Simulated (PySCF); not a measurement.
PySCF input (M06-L/def2-TZVPD):

```python
from pyscf import gto, scf, dft

mol = gto.M(
    atom='''
    C    -0.07275672    1.12916893    0.00212857
    S    -0.04234019   -0.64860717   -0.00102657
    H     1.30459006   -0.82487224   -0.00447189
    H    -1.11267682    1.44681760    0.00510357
    H     0.46310493    1.48883727    0.88953771
    H     0.45896518    1.49191853   -0.88651564
    ''',
    basis='def2-tzvpd',
    charge=1,
    spin=1,
    verbose=4,
)

mf = dft.UKS(mol, xc='m06l').density_fit(auxbasis='def2-universal-jkfit')
mf.grids.level = 4
mf.conv_tol = 1e-9
mf.max_cycle = 100
mf.max_memory = 1500
mf.kernel()
if not mf.converged:
    mf = mf.newton()
    mf.kernel(mf.make_rdm1())
for _ in range(2):
    mo, _, stable, _ = mf.stability(return_status=True)
    if stable:
        break
    mf.kernel(mf.make_rdm1(mo, mf.mo_occ))
mf.analyze()
```

End of the output:

```
Extra cycle  E= -438.375712507674  delta_E= -7.56e-12  |g|= 1.53e-06  |ddm|= 1.59e-05
converged SCF energy = -438.375712507674  <S^2> = 0.75578314  2S+1 = 2.0057748
uhf_internal: lowest eigs of H = [0.41633553 0.51050427 0.54380425]
<class 'pyscf.df.df_jk.DFUKS'> wavefunction is stable in the internal stability analysis
**** SCF Summaries ****
Total Energy =                        -438.375712507674280
Nuclear Repulsion Energy =              57.029729126930214
One-electron Energy =                 -709.027748870289770
Two-electron Energy =                  213.622307235685270
Two-electron Coulomb Energy =          245.936380326489854
DFT Exchange-Correlation Energy =      -32.314073090804591
HOMO-LUMO gap [eV] =                     2.116692327819819
**** MO energy ****
                             alpha | beta                alpha | beta
MO #1   energy= -88.8839376469974  | -88.8770478949021  occ= 1 | 1
MO #2   energy= -10.3310805994473  | -10.3307324833405  occ= 1 | 1
MO #3   energy= -8.2387421620272   | -8.23544219823271  occ= 1 | 1
MO #4   energy= -6.15406474898072  | -6.14298921331456  occ= 1 | 1
MO #5   energy= -6.14715978606345  | -6.14038737663549  occ= 1 | 1
MO #6   energy= -6.14260581849893  | -6.1387698987864   occ= 1 | 1
MO #7   energy= -1.05625513613907  | -1.02861259960049  occ= 1 | 1
MO #8   energy= -0.884629109729467 | -0.866612162768021 occ= 1 | 1
MO #9   energy= -0.699552777764183 | -0.687651587930624 occ= 1 | 1
MO #10  energy= -0.661542103626864 | -0.64071638054835  occ= 1 | 1
MO #11  energy= -0.633577269895856 | -0.62814822857848  occ= 1 | 1
MO #12  energy= -0.593054141049318 | -0.578512819161773 occ= 1 | 1
MO #13  energy= -0.542251689024265 | -0.464464680076464 occ= 1 | 0
MO #14  energy= -0.263308630758097 | -0.258907068709171 occ= 0 | 0
MO #15  energy= -0.227366180251956 | -0.207861220206663 occ= 0 | 0
MO #16  energy= -0.159117965295374 | -0.155884757685489 occ= 0 | 0
MO #17  energy= -0.146329115443611 | -0.13624225477515  occ= 0 | 0
MO #18  energy= -0.134057993608438 | -0.129665041352394 occ= 0 | 0
MO #19  energy= -0.110736336064933 | -0.102767765865627 occ= 0 | 0
MO #20  energy= -0.109141172882252 | -0.0968498604682016 occ= 0 | 0
MO #21  energy= -0.0987237622300167 | -0.0957837990248401 occ= 0 | 0
MO #22  energy= -0.0800883935352641 | -0.0796111708726114 occ= 0 | 0
MO #23  energy= -0.0701374753677376 | -0.0551498669279673 occ= 0 | 0
MO #24  energy= -0.0544867091275864 | -0.0526232804267655 occ= 0 | 0
MO #25  energy= -0.0513689741075158 | -0.038448650731499 occ= 0 | 0
MO #26  energy= -0.0223951273824905 | -0.0199587991286953 occ= 0 | 0
MO #27  energy= -0.00952864162597975 | -0.00567413788622601 occ= 0 | 0
MO #28  energy= -0.00190694510462634 | 0.00724716698702125 occ= 0 | 0
MO #29  energy= 0.0309923485416047 | 0.0316244345828822 occ= 0 | 0
MO #30  energy= 0.0438139602037585 | 0.0481899900140566 occ= 0 | 0
MO #31  energy= 0.0575761332391057 | 0.0650119774384565 occ= 0 | 0
MO #32  energy= 0.0627741760677534 | 0.0650455603430343 occ= 0 | 0
MO #33  energy= 0.0721076633722962 | 0.0748313980712881 occ= 0 | 0
MO #34  energy= 0.0757078241924537 | 0.0835016097979929 occ= 0 | 0
MO #35  energy= 0.0946268588174359 | 0.0976355477029946 occ= 0 | 0
MO #36  energy= 0.107685546374681  | 0.111245124734277  occ= 0 | 0
MO #37  energy= 0.108542839689163  | 0.114779443360921  occ= 0 | 0
MO #38  energy= 0.13351483148535   | 0.139782167944482  occ= 0 | 0
MO #39  energy= 0.140032219013523  | 0.144689606782013  occ= 0 | 0
MO #40  energy= 0.143114887936635  | 0.15575510378532   occ= 0 | 0
MO #41  energy= 0.154767824123419  | 0.158460334981413  occ= 0 | 0
MO #42  energy= 0.161892491389693  | 0.166993890489856  occ= 0 | 0
MO #43  energy= 0.170970110496295  | 0.179773293157256  occ= 0 | 0
MO #44  energy= 0.180780541641416  | 0.192807817426356  occ= 0 | 0
MO #45  energy= 0.214917024771547  | 0.218414123148172  occ= 0 | 0
MO #46  energy= 0.222467416457183  | 0.234815460011606  occ= 0 | 0
MO #47  energy= 0.22340697694091   | 0.240403770863539  occ= 0 | 0
MO #48  energy= 0.274459193927225  | 0.277207558090029  occ= 0 | 0
MO #49  energy= 0.27671105035914   | 0.277484517588594  occ= 0 | 0
MO #50  energy= 0.290734763902257  | 0.29324049227452   occ= 0 | 0
MO #51  energy= 0.294048079755641  | 0.300835322230351  occ= 0 | 0
MO #52  energy= 0.332154293076442  | 0.338139553964865  occ= 0 | 0
MO #53  energy= 0.377453230690488  | 0.385671117684329  occ= 0 | 0
MO #54  energy= 0.405927425665237  | 0.406961715597215  occ= 0 | 0
MO #55  energy= 0.42889217499998   | 0.425618185286423  occ= 0 | 0
MO #56  energy= 0.453908726672194  | 0.458062587490538  occ= 0 | 0
MO #57  energy= 0.469496490741535  | 0.470552466515696  occ= 0 | 0
MO #58  energy= 0.490425874243899  | 0.490998652491977  occ= 0 | 0
MO #59  energy= 0.491947831078496  | 0.503255565630782  occ= 0 | 0
MO #60  energy= 0.508503899848334  | 0.51047915165001   occ= 0 | 0
MO #61  energy= 0.532541592768133  | 0.53519486026125   occ= 0 | 0
MO #62  energy= 0.652233401928471  | 0.664005442011419  occ= 0 | 0
MO #63  energy= 0.666640618439642  | 0.671201036417561  occ= 0 | 0
MO #64  energy= 0.805683271908995  | 0.812847790252108  occ= 0 | 0
MO #65  energy= 0.806926576535017  | 0.817382724410248  occ= 0 | 0
MO #66  energy= 0.81979268297687   | 0.83146203031901   occ= 0 | 0
MO #67  energy= 0.949031187323467  | 0.954718412056078  occ= 0 | 0
MO #68  energy= 1.14045556073209   | 1.14641538000297   occ= 0 | 0
MO #69  energy= 1.16914472530458   | 1.16036924792451   occ= 0 | 0
MO #70  energy= 1.28356679798723   | 1.30711790560928   occ= 0 | 0
MO #71  energy= 1.28847655020931   | 1.32733580835411   occ= 0 | 0
MO #72  energy= 1.32075169295223   | 1.34077526051512   occ= 0 | 0
MO #73  energy= 1.32282503712751   | 1.3466002266505    occ= 0 | 0
MO #74  energy= 1.33316872022725   | 1.36072751846805   occ= 0 | 0
MO #75  energy= 1.38023702470167   | 1.40441138874817   occ= 0 | 0
MO #76  energy= 1.39603452606372   | 1.43161765240146   occ= 0 | 0
MO #77  energy= 1.49516592550388   | 1.50355279571089   occ= 0 | 0
MO #78  energy= 1.49575315673772   | 1.51715286082402   occ= 0 | 0
MO #79  energy= 1.51239660333825   | 1.52514229253847   occ= 0 | 0
MO #80  energy= 1.53365112169264   | 1.5556161276068    occ= 0 | 0
MO #81  energy= 1.56048808832965   | 1.56499215611233   occ= 0 | 0
MO #82  energy= 1.56924666727149   | 1.59464552823792   occ= 0 | 0
MO #83  energy= 1.63443715892165   | 1.63847074958887   occ= 0 | 0
MO #84  energy= 1.68855933895374   | 1.71814747400873   occ= 0 | 0
MO #85  energy= 1.70526964451289   | 1.72378874449027   occ= 0 | 0
MO #86  energy= 1.79138104361689   | 1.79295971515586   occ= 0 | 0
MO #87  energy= 1.84262145092005   | 1.85011190131839   occ= 0 | 0
MO #88  energy= 1.92157891822505   | 1.93781453156495   occ= 0 | 0
MO #89  energy= 1.92718721403011   | 1.9432095143542    occ= 0 | 0
MO #90  energy= 1.96976953012526   | 1.98880801817168   occ= 0 | 0
MO #91  energy= 2.04487721857964   | 2.05719130902409   occ= 0 | 0
MO #92  energy= 2.15685195138295   | 2.15775872025359   occ= 0 | 0
MO #93  energy= 2.18563260390388   | 2.20046478003314   occ= 0 | 0
MO #94  energy= 2.21843391765961   | 2.22779773236127   occ= 0 | 0
MO #95  energy= 2.36203622927883   | 2.34489356023033   occ= 0 | 0
MO #96  energy= 2.37798585099556   | 2.37939465221671   occ= 0 | 0
MO #97  energy= 2.39617038937622   | 2.40433823034752   occ= 0 | 0
MO #98  energy= 2.48818149003821   | 2.51022074127959   occ= 0 | 0
MO #99  energy= 2.58414151061212   | 2.57348678487953   occ= 0 | 0
MO #100 energy= 2.64343743763011   | 2.64543475597007   occ= 0 | 0
MO #101 energy= 2.82116353700776   | 2.80042727935191   occ= 0 | 0
MO #102 energy= 2.87139509374356   | 2.86817594871576   occ= 0 | 0
MO #103 energy= 2.90688139584134   | 2.91727096631759   occ= 0 | 0
MO #104 energy= 2.94143217538244   | 2.94327782841982   occ= 0 | 0
[...]
```
